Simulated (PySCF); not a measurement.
Excitations are Tamm–Dancoff values on a coarser integration grid.

Cartesian coordinates (Å):
```xyz
9

C      0.8575    -0.1031     0.0864
C     -0.3239     0.7741    -0.2221
C     -0.5337    -0.6710     0.1357
H      1.3771     0.0532     1.0223
H      1.4995    -0.3991    -0.7325
H     -0.6044     1.5245     0.5048
H     -0.4820     1.0722    -1.2499
H     -0.8339    -1.3516    -0.6497
H     -0.9563    -0.8993     1.1050
```
Charge 0, multiplicity 1.

Give the S1 oscillator strength, HOMO–LUMO gap and S1–T1 gap (TDA) at the level TPSSh-D3(BJ)/def2-TZVPD // B3LYP-D3(BJ)/def2-TZVPD run with PySCF 2.14.0.


S1 oscillator strength: 0.001
HOMO–LUMO gap: 8.07 eV
S1–T1 gap (TDA): 0.14 eV
